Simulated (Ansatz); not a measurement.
We consider Ag2PdO2 (Immm, No. 71), described by r²SCAN in Ansatz (plane waves, PAW).

Run with plane-wave cutoff 560 eV, 22×22×22 k mesh, Fermi–Dirac smearing 0.05 eV, no spin polarisation, scalar-relativistic PAW data made under PBE.

Computed at the level's own relaxed cell.

Q: Give the computed band gap and smallest direct gap on the k points sampled.

A: 
- band gap = 0.26 eV
- smallest direct gap on the k points sampled = 1.12 eV

Spin–orbit coupling is not included.

Ansatz is an electronic-structure program.
